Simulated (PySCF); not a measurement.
Coordinates in bohr (charge 0 multiplicity 1):
```
C     0.0000    0.0000    0.0000
H     1.1883    1.1883    1.1883
H    -1.1883    1.1883   -1.1883
H     1.1883   -1.1883   -1.1883
H    -1.1883   -1.1883    1.1883
```

All numbers come from PySCF, B3LYP, basis C def2-TZVP, H def2-TZVP (no relativity, density fitting).

This geometry of CH4 is a stationary point at this level.

(1) What is the point group?

(2) Is it a minimum?

(3) List the harmonic modes with their infrared intensities.

(4) What are the dipole moment and the gap between the highest occupied and lowest empty levels?

(5) Give the atomic charges and bond orders.

Results:

(1) Td.

(2) Yes: all harmonic wavenumbers are real.

(3) 
```csv
symmetry,ω (cm⁻¹),"IR (km/mol, summed over degenerate members)",type
t2,1342,43.4,bend
e,1557,0.0,bend
a1,3034,0.0,stretch
t2,3137,71.7,stretch
```

(4) 0.00 D and 12.07 eV.

(5) 
```json
{"atom": "C1", "Mulliken": "-0.47", "Löwdin": "-0.40", "polar tensor": "0.00", "Mayer order to C1": "–"}
{"atom": "H2,3,4,5", "Mulliken": "0.12", "Löwdin": "0.10", "polar tensor": "0.00", "Mayer order to C1": "0.98"}
```
